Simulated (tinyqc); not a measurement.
Inside a calculation. Method: Pariser-Parr-Pople SCF with singles CI, for the molecule C=CC=C (SMILES; centres numbered as the heavy atoms are written). One step of it, computed by the program tinyqc.

Task: Singles CI, triplets. Over the 4 single excitations with the smallest orbital gaps: A = (e_a - e_i) delta - (ij|ab), with (pq|rs) = sum c_mp c_mq gamma_mn c_nr c_ns.

orbital energies (eV): -13.438249  -10.387120  -0.802880  2.248249

coefficients:
```
,MO1,MO2,MO3,MO4
1C,0.406108,0.578858,0.578858,-0.406108
2C,0.578858,0.406108,-0.406108,0.578858
3C,0.578858,-0.406108,-0.406108,-0.578858
4C,0.406108,-0.578858,0.578858,0.406108
```

repulsion gamma_rs (eV), lower triangle:
```
,1C,2C,3C,4C
1C,11.130000
2C,7.551966,11.130000
3C,5.239207,7.555018,11.130000
4C,3.669516,5.239207,7.551966,11.130000
```

Give: triplet CI matrix; triplet excitation energies.

Result:

triplet CI matrix (eV), lower triangle:
```
,2>3,1>3,2>4,1>4
2>3,2.417
1>3,0.000,5.366
2>4,0.000,1.731,5.366
1>4,1.731,0.000,0.000,7.858
```

triplet excitation energies (eV): 1.913  3.635  7.097  8.362
